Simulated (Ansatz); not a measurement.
# What a trial cell of V₃H relaxes into

Method: DFT PBE, scalar-relativistic, plane waves, PAW in Ansatz. Cutoff 420 eV, Γ-centred k mesh, Gaussian smearing, no spin polarisation in the final step.

The start puts V₃H on the Cu3Au (L1_2) structure type (Pm-3m, No. 221), with H in place of Au, V in place of Cu, at a guessed volume.

```xyz
4
Lattice="3.5238 0.0000 0.0000 0.0000 3.5238 0.0000 0.0000 0.0000 3.5238" Properties=species:S:1:pos:R:3 pbc="T T T"
V     0.0000    1.7619    1.7619
V     1.7619    0.0000    1.7619
V     1.7619    1.7619    0.0000
H     0.0000    0.0000    0.0000
```

Cell and atoms relax at zero pressure; the relaxation can't lower the symmetry of the start. After a coarse first stage the cell is made exact in the group found at 0.06 Å.

Formation energies are uncorrected and refer to the elements' standard structures at the same level (H₂ as a molecule).

Which crystal results?

It keeps Pm-3m (No. 221). The result has the Cu3Au (L1_2) structure. Conventional cell: a = 3.590 Å. Around V lie 4 H at 2.54 Å and 8 V at 2.54 Å; H is coordinated by 12 V at 2.54 Å.

Space group Pm-3m (No. 221). a = 3.590 Å, b = 3.590 Å, c = 3.590 Å, α = 90.00°, β = 90.00°, γ = 90.00°
| atom | site | symmetry | x | y | z |
| --- | --- | --- | --- | --- | --- |
| V | 3c | 4/mm.m | 0.0000 | 0.5000 | 0.5000 |
| H | 1a | m-3m | 0.0000 | 0.0000 | 0.0000 |

What are its volume, energy, density and gap?

The volume per atom is 11.57 Å³ and the density is 5.52 g/cm³. The energy over the elements is 0.70 eV/atom. The gap on the 14×14×14 mesh is 0 eV (a metal).

The final run used a 14×14×14 mesh on its 4-atom cell and 0.10 eV smearing. For metals, differences of a few meV/atom aren't resolved. Symmetry constrained the relaxation, so the result can be a saddle point. The steps took of the order of 40 core-seconds in all.

Cost: 3 runs of about 0.6 core-minutes in all, on Arm Neoverse V1 (shared hosts).